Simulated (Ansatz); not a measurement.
# PS: the cost of one run

Method: the levels named in each step, in Ansatz 0.2.0.

### Step 1. The starting structure

Bond lengths: P1–S2 1.915 Å.

Coordinates:

```xyz
2

P     0.0000    0.0000    0.0000
S     0.0000    0.0000    1.9150
```

### Step 2. A rough first relaxation, PBE-D4/def2-SVP

This run stands in another session on the same molecule. It ended at:

```xyz
2

P     0.0000    0.0000   -0.0074
S     0.0000    0.0000    1.9223
```

### Step 3. Relaxation, PBE0-D4/def2-TZVPP

This run stands in another session on the same molecule. It ended at:

```xyz
2

P     0.0000    0.0000    0.0116
S     0.0000    0.0000    1.9033
```

### Step 4. Frequencies, PBE0-D4/def2-TZVPP

Contents of input.yaml:

```yaml
crystal:
  periodic: [false, false, false]
  atoms:
    - { symbol: P, position_ang: [0.0, 0.0, 0.0116297] }
    - { symbol: S, position_ang: [0.0, 0.0, 1.9033403] }
magnetization:
  spin_polarized: true
  initial_magnetization: 1
basis:
  gaussian: { orbitals: def2-TZVPP }
hamiltonian:
  xc: pbe0
  dispersion: d4
phonons: {}
```

Command:

```bash
ansatz run input.yaml --threads 2 --pin off --max-ram 5120MiB --backend cpu --events-out ev --progress --plain --runs-dir out
```

**Question.** How long does this run take on 2 threads of Intel Xeon at 2.50GHz (Skylake/Cascade Lake), shared host, and how much memory does it need?

About 24 s, with a peak of 0.16 GiB.
